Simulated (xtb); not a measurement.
tetrafluoromethane (CF4), SMILES FC(F)(F)F. All values are semi-empirical tight-binding results from xtb (GFN2-xTB unless named), good for trends rather than for accurate numbers. Geometry: GFN2-xTB.

Optimised geometry:

```xyz
5

F      0.7587    -0.7587     0.7587
C      0.0000     0.0000     0.0000
F     -0.7587    -0.7587    -0.7587
F     -0.7587     0.7587     0.7587
F      0.7587     0.7587    -0.7587
```

The point group as xtb finds it comes out as Td and the orbital gap comes out as 18.02 eV. The dipole moment is 0.00 D and the zero-point energy is 9.6 kcal/mol. The G − E(el) at 298.15 K (modified RRHO) is -6.1 kcal/mol. The static polarisability (D4 model) is 22.2 bohr³, the solvation energy, GFN2-xTB/ALPB(water) is 2.3 kcal/mol and the solvation energy, GFN2-xTB/ALPB(benzene) is 0.6 kcal/mol.

**Question.** Give the IR lines (harmonic; lines under 4 % of the strongest left out, lines within 3 cm⁻¹ merged). (An estimate is asked for; the answer gives what the named calculation found.)

**Answer.** ν (cm⁻¹): 545 (w), 1147 (vs) (against the strongest line: vs over 80 %, s over 45 %, m over 15 %, w over 4 %, vw less)

**Question.** Give the atomic charges and the Wiberg bond orders between heavy atoms. (An estimate is asked for; the answer gives what the named calculation found.)

**Answer.** charges (e) F1 -0.16, C2 0.66, F3 -0.16, F4 -0.16, F5 -0.16. Bond orders F1–C2 0.97, C2–F3 0.97, C2–F4 0.97, C2–F5 0.97.
